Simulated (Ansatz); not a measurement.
Scan of [NH$_{2}$···H···CH$_{2}$], triplet

Starting geometry:

```xyz
7

N    -1.1194   -0.0184   -0.0286
H    -1.4167    0.9495   -0.0286
H    -1.4167   -0.4207    0.8517
H    -0.1070   -0.0184   -0.0286
C     1.2696   -0.0184   -0.0286
H     1.6840   -0.0184    0.9676
H     1.6840   -0.0184   -1.0247
```

From there H4 is moved from one fragment to the other while all else, the fragments' distance too, stays fixed; atoms are numbered as listed. Energies are in eV, counted from the starting geometry at the same level. Kohn–Sham curves are unrestricted where that lies lower.

Basis cc-pVDZ; Ansatz 0.2.0. Correlated methods freeze the noble-gas cores. Prefix R: restricted or restricted open-shell reference; prefix U: unrestricted.

In so small a basis the reference is far from its limit while semilocal and hybrid functionals are nearer theirs (RPA and double hybrids share much of the reference's basis error), so the functionals' errors here hold much of the reference's basis and frozen-core error, which can add to them or hide them.

Full CI isn't at hand for all of this; UCCSDT(Q) serves as the reference, and is uncertain by about the last step of the cluster series.

```json
{"distance N1-H4 (Å)": "1.012", "UCCSDT(Q)": "0.000", "PBE": "0.000", "r2SCAN": "0.000", "PBE0": "0.000", "B3LYP": "0.000", "r2SCANh": "0.000", "wB97M-V": "0.000", "B2PLYP": "0.000", "RPA-PBE": "0.000"}
{"distance N1-H4 (Å)": "1.053", "UCCSDT(Q)": "-0.023", "PBE": "-0.067", "r2SCAN": "-0.051", "PBE0": "-0.045", "B3LYP": "-0.049", "r2SCANh": "-0.044", "wB97M-V": "-0.031", "B2PLYP": "-0.035", "RPA-PBE": "-0.047"}
{"distance N1-H4 (Å)": "1.135", "UCCSDT(Q)": "0.009", "PBE": "-0.100", "r2SCAN": "-0.069", "PBE0": "-0.049", "B3LYP": "-0.064", "r2SCANh": "-0.051", "wB97M-V": "-0.013", "B2PLYP": "-0.027", "RPA-PBE": "-0.056"}
{"distance N1-H4 (Å)": "1.217", "UCCSDT(Q)": "0.064", "PBE": "-0.054", "r2SCAN": "-0.033", "PBE0": "-0.005", "B3LYP": "-0.032", "r2SCANh": "-0.015", "wB97M-V": "0.041", "B2PLYP": "0.016", "RPA-PBE": "-0.017"}
{"distance N1-H4 (Å)": "1.299", "UCCSDT(Q)": "0.143", "PBE": "0.074", "r2SCAN": "0.061", "PBE0": "0.092", "B3LYP": "0.053", "r2SCANh": "0.070", "wB97M-V": "0.132", "B2PLYP": "0.096", "RPA-PBE": "0.075"}
```

Q: Judged by the spread of the error over the points with a reference (largest less smallest), which of these follows UCCSDT(Q) best and which worst?

A: Subtracting the UCCSDT(Q) column from each: best wB97M-V (errors from -0.023 to 0.000, spread 0.023 eV), worst PBE (from -0.118 to 0.000, spread 0.118 eV). Functionals and wave-function methods converge differently with the basis, so part of this is basis effect.
